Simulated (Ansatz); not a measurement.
# C3H8OS: the cost of one run

Method: UKS BLYP-D4/6-31G, in Ansatz 0.2.0.

## 1. The structure to begin with

Bond lengths: O1–C2 1.373 Å, C2–C3 1.510 Å, C3–C4 1.549 Å, C4–S5 1.769 Å, O1–H6 1.031 Å, C2–H7 1.104 Å, C2–H8 1.056 Å, C3–H9 1.054 Å, C3–H10 1.141 Å, C4–H11 1.097 Å, C4–H12 1.128 Å, S5–H13 1.326 Å. Angles (14 of 20 angles, heavy atoms first): O1–C2–C3 109.2°, C2–C3–C4 113.4°, C3–C4–S5 113.7°, O1–C2–H7 106.4°, O1–C2–H8 110.9°, C3–C2–H7 110.5°, C3–C2–H8 109.1°, C2–O1–H6 109.0°, C2–C3–H9 110.5°, C2–C3–H10 107.6°, C4–C3–H9 113.7°, C4–C3–H10 106.2°, C3–C4–H11 110.0°, C3–C4–H12 105.0°.

Structure file:

```xyz
13

O    -1.4295    1.4333    1.3170
C    -1.0730    0.1954    0.8421
C     0.0716    0.3467   -0.1307
C     0.6678   -1.0058   -0.5949
S     1.9712   -0.8387   -1.7796
H    -1.7619    2.0120    0.5308
H    -0.7596   -0.3965    1.7196
H    -1.8849   -0.2687    0.3520
H    -0.2017    0.9834   -0.9248
H     0.9122    0.8973    0.4091
H     0.9266   -1.6206    0.2755
H    -0.1929   -1.5536   -1.0761
H     2.7745   -0.2190   -0.9251
```

## 2. Preparing the start

Input file input.yaml:

```yaml
crystal:
  periodic: [false, false, false]
  atoms:
    - { symbol: O, position_ang: [-1.4295, 1.4333, 1.317] }
    - { symbol: C, position_ang: [-1.073, 0.1954, 0.8421] }
    - { symbol: C, position_ang: [0.0716, 0.3467, -0.1307] }
    - { symbol: C, position_ang: [0.6678, -1.0058, -0.5949] }
    - { symbol: S, position_ang: [1.9712, -0.8387, -1.7796] }
    - { symbol: H, position_ang: [-1.7619, 2.012, 0.5308] }
    - { symbol: H, position_ang: [-0.7596, -0.3965, 1.7196] }
    - { symbol: H, position_ang: [-1.8849, -0.2687, 0.352] }
    - { symbol: H, position_ang: [-0.2017, 0.9834, -0.9248] }
    - { symbol: H, position_ang: [0.9122, 0.8973, 0.4091] }
    - { symbol: H, position_ang: [0.9266, -1.6206, 0.2755] }
    - { symbol: H, position_ang: [-0.1929, -1.5536, -1.0761] }
    - { symbol: H, position_ang: [2.7745, -0.219, -0.9251] }
magnetization:
  spin_polarized: true
basis:
  gaussian: { orbitals: "6-31G" }
hamiltonian:
  xc: blyp
  dispersion: d4
relax:
  f_tol: 0.02
  max_steps: 40
output:
  orbitals: {}
```

Command:

```
> ansatz run input.yaml --threads 1 --pin off --max-ram 2048MiB --backend cpu --events-out ev --progress --plain --runs-dir out
```

Q: Estimate wall time and peak memory on 1 thread of Intel Xeon Platinum 8375C at 2.90GHz (Ice Lake), shared host.

About 35 s, with a peak of 0.18 GiB.
